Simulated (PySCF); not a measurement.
# A PySCF run on AlCl⁺

State: ²Σ⁺ (doublet), unpaired electrons σ ↑.

An equivalent input (the run itself took its basis sets from the Basis Set Exchange, started from a PBE0 density and held the occupation σ 9α 8β, πx 3α 3β, πy 3α 3β):

```python
from pyscf import gto, scf, cc
mol = gto.M(atom='Al 0 0 0; Cl 0 0 2.038', basis={'Al': 'pcseg-1', 'Cl': 'pcseg-1'},
            charge=1, spin=1, verbose=4, symmetry='C2v')
mf = scf.UHF(mol)
mf.irrep_nelec = {'A1': (9, 8), 'B1': (3, 3), 'B2': (3, 3)}
mf.conv_tol = 1e-9
mf.max_cycle = 60
mf.diis_space = 10
mf.kernel()
mycc = cc.CCSD(mf, frozen=[[0, 1, 2, 3, 4, 5, 6, 7, 8, 9], [0, 1, 2, 3, 4, 5, 6, 7, 8, 9]])
mycc.run(conv_tol=1e-7, conv_tol_normt=1e-5, max_cycle=80, diis_space=8)
et = mycc.ccsd_t()
```

The SCF ended at -701.11967606 hartree. The coupled-cluster part of the log:

```
******** <class 'pyscf.cc.uccsd.UCCSD'> ********
CC2 = 0
CCSD nocc = (5, 4), nmo = (26, 26)
frozen orbitals [[0, 1, 2, 3, 4, 5, 6, 7, 8, 9], [0, 1, 2, 3, 4, 5, 6, 7, 8, 9]]
max_cycle = 80
direct = 0
conv_tol = 1e-07
conv_tol_normt = 1e-05
diis_space = 8
diis_start_cycle = 0
diis_start_energy_diff = 1e+09
Init t2, MP2 energy = -0.152232405560642
Init E_corr(UCCSD) = -0.152232405561041
cycle = 1  E_corr(UCCSD) = -0.162066959150943  dE = -0.00983455359  norm(t1,t2) = 0.0567377
cycle = 2  E_corr(UCCSD) = -0.165265594949863  dE = -0.0031986358  norm(t1,t2) = 0.0208403
cycle = 3  E_corr(UCCSD) = -0.166102125349448  dE = -0.0008365304  norm(t1,t2) = 0.0138834
cycle = 4  E_corr(UCCSD) = -0.167055391770481  dE = -0.000953266421  norm(t1,t2) = 0.00647125
cycle = 5  E_corr(UCCSD) = -0.166919380658949  dE = 0.000136011112  norm(t1,t2) = 0.00191796
cycle = 6  E_corr(UCCSD) = -0.166945387965349  dE = -2.60073064e-05  norm(t1,t2) = 0.000591623
cycle = 7  E_corr(UCCSD) = -0.166956099525722  dE = -1.07115604e-05  norm(t1,t2) = 0.000261751
cycle = 8  E_corr(UCCSD) = -0.166953504218971  dE = 2.59530675e-06  norm(t1,t2) = 8.81492e-05
cycle = 9  E_corr(UCCSD) = -0.166954132562806  dE = -6.28343835e-07  norm(t1,t2) = 2.57951e-05
cycle = 10  E_corr(UCCSD) = -0.166954078006322  dE = 5.45564833e-08  norm(t1,t2) = 7.55609e-06
UCCSD converged
E(UCCSD) = -701.286630139968  E_corr = -0.1669540780063223
UCCSD(T) correction = -0.00473326842559371
```

T1 diagnostic 0.019, D1 0.049, 9 electrons correlated.

Repeating this along the bond gives Re = 2.035 Å and ωe = 598 cm⁻¹.

A point of this curve took 0.71 CPU seconds beside 0.089 for the integrals (shared host).

Correlated steps freeze 10 core orbitals. The state is the lowest determinant that a PBE0 search found; another state may lie lower at other levels.
